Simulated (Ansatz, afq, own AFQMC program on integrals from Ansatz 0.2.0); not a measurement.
**Where AFQMC and coupled cluster stand for HO⁻, triplet**

```csv
atom,x (Å),y (Å),z (Å)
O,0.0000,0.0000,0.0000
H,0.0000,0.0000,1.0060
```

Basis aug-cc-pVDZ. Only valence electrons are correlated. Integrals, coupled cluster, full CI and functionals: Ansatz 0.2.0; the random walks run on the same integrals in our own AFQMC program. ph-AFQMC/CISD is guided by a CISD state made of CCSD amplitudes; releasing the constraint for a short imaginary time cuts its bias at the price of noise, slowly where states lie close. Free AFQMC starts from the CCSD state and is never constrained. Its projection time is finite, and what remains of the start isn't in its error. Error bars are statistical, one sigma.

Determinant: UHF, the one that the program's search chose, which needn't be the lowest solution. The geometry is a point of a scan.

No full CI on the walks' own integrals is used here; CCSDT(Q) serves as the reference and is uncertain by about the last step of the cluster series.

Cautions: lower spins were not checked.

* T1 diagnostic: 0.0173
* weight of the determinant in the CISD state: 0.941
* ⟨S²⟩ of the determinant: 2.006
* size of the correlated space: 8 electrons in 31 orbitals

Reference: CCSDT(Q), correlation energy -5.117 eV. The released energy is read at 2.40 1/Eh (meV from the phaseless value at times in 1/Eh: 2 ± 8 at 0.24, -8 ± 10 at 0.51, 5 ± 9 at 0.99, -8 ± 10 at 1.62, -9 ± 12 at 2.40).

```json
{"level": "HF", "E − E(reference) (mEh)": "188.05", "share of correlation (%)": "0.00"}
{"level": "MP2", "E − E(reference) (mEh)": "20.39", "share of correlation (%)": "89.16"}
{"level": "CCSD", "E − E(reference) (mEh)": "4.74", "share of correlation (%)": "97.48"}
{"level": "CCSD(T)", "E − E(reference) (mEh)": "0.74", "share of correlation (%)": "99.61"}
{"level": "CCSDT", "E − E(reference) (mEh)": "0.28", "share of correlation (%)": "99.85"}
{"level": "ph-AFQMC/HF", "E − E(reference) (mEh)": "0.57 ± 2.10", "share of correlation (%)": "99.69"}
{"level": "ph-AFQMC/CISD", "E − E(reference) (mEh)": "0.11 ± 0.34", "share of correlation (%)": "99.94"}
{"level": "released AFQMC", "E − E(reference) (mEh)": "-0.21 ± 0.44", "share of correlation (%)": "100.11"}
{"level": "free AFQMC", "E − E(reference) (mEh)": "-0.09 ± 0.48", "share of correlation (%)": "100.05"}
```

Free projections are given only where their last times agree within the noise and don't stop above the reference; a slow remainder of the start can still hide under it. A walk keeps the symmetry of its determinant, which the program's search chose and which needn't be the lowest solution, so a lower state of the same spin and another symmetry isn't excluded. Released energies are given only where the last usable release times agree within the noise; a slower fall can still hide under it.
